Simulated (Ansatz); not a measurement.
Total energies of C$_{6}$H$_{6}$ (`C1=CC2C3C1C23`).

Z-matrix (Å, degrees):
```
C
C 1 1.501
C 1 1.516 2 108.7
C 1 1.516 2 108.7 3 60.1
H 1 1.083 2 123.7 3 -149.9
C 2 1.331 1 105.5 3 -30.1
H 2 1.080 1 125.6 3 149.9
C 3 1.516 1 89.5 2 42.8
H 3 1.080 1 135.2 2 -133.6
H 4 1.080 1 135.2 2 133.6
H 6 1.080 2 128.9 1 -180.0
H 8 1.083 3 120.2 1 166.0
```

The species carries charge 0 and has multiplicity 1. Geometry: relaxed with PBE0-D4/def2-TZVP. Basis def2-TZVPP, Ansatz 0.2.0.

RPA on PBE orbitals: Hartree–Fock energy of these orbitals -230.60383 Eh, correlation -1.53082 Eh (frozen core).

```json
{"functional": "LDA (SPW92)", "kind": "LDA", "energy without D4 (Eh)": "-230.06278", "D4 term (kJ/mol)": "–"}
{"functional": "PBE", "kind": "GGA", "energy without D4 (Eh)": "-231.90464", "D4 term (kJ/mol)": "-26.4"}
{"functional": "revPBE", "kind": "GGA", "energy without D4 (Eh)": "-232.14826", "D4 term (kJ/mol)": "-92.1"}
{"functional": "BLYP", "kind": "GGA", "energy without D4 (Eh)": "-232.09281", "D4 term (kJ/mol)": "-60.1"}
{"functional": "PBE0", "kind": "global hybrid, 25 % exact exchange", "energy without D4 (Eh)": "-231.93302", "D4 term (kJ/mol)": "-21.9"}
{"functional": "B3LYP", "kind": "global hybrid, 20 %", "energy without D4 (Eh)": "-232.20824", "D4 term (kJ/mol)": "-42.5"}
{"functional": "r2SCANh", "kind": "meta-GGA hybrid, 10 %", "energy without D4 (Eh)": "-232.06091", "D4 term (kJ/mol)": "-6.7"}
{"functional": "r2SCAN0", "kind": "meta-GGA hybrid, 25 %", "energy without D4 (Eh)": "-232.04864", "D4 term (kJ/mol)": "-7.4"}
{"functional": "HSE06 (plane-wave form)", "kind": "screened hybrid", "energy without D4 (Eh)": "-231.91913", "D4 term (kJ/mol)": "-20.2"}
{"functional": "BHLYP", "kind": "global hybrid, 50 %", "energy without D4 (Eh)": "-232.05715", "D4 term (kJ/mol)": "-29.5"}
{"functional": "CAM-B3LYP", "kind": "range-separated hybrid", "energy without D4 (Eh)": "-232.07139", "D4 term (kJ/mol)": "-21.8"}
{"functional": "ωB97X-V", "kind": "range-separated hybrid GGA with VV10", "energy without D4 (Eh)": "-232.15036", "D4 term (kJ/mol)": "–"}
{"functional": "ωB97M-V", "kind": "range-separated hybrid meta-GGA with VV10", "energy without D4 (Eh)": "-232.11292", "D4 term (kJ/mol)": "–"}
{"functional": "B2PLYP", "kind": "double hybrid", "energy without D4 (Eh)": "-231.99458", "D4 term (kJ/mol)": "–"}
```

**Question.** Give the same for r2SCAN, B97M-V, LC-ωPBE, PBE-QIDH. (An estimate is asked.)

**Answer.** The calculation gave: 
```
functional                         kind  energy without D4 (Eh)  D4 term (kJ/mol)
    r2SCAN                     meta-GGA              -232.06978              -6.4
    B97M-V           meta-GGA with VV10              -232.22699                 –
   LC-ωPBE  long-range corrected hybrid              -232.05425                 –
  PBE-QIDH                double hybrid              -231.89422                 –
```

B3LYP takes the VWN-RPA correlation (the form of Gaussian; ORCA's B3LYP/G). HSE06 is the plane-wave form, built on full-range PBE exchange. The double hybrids freeze the cores in their second-order part.

LC-ωPBE has ω = 0.4 bohr⁻¹.
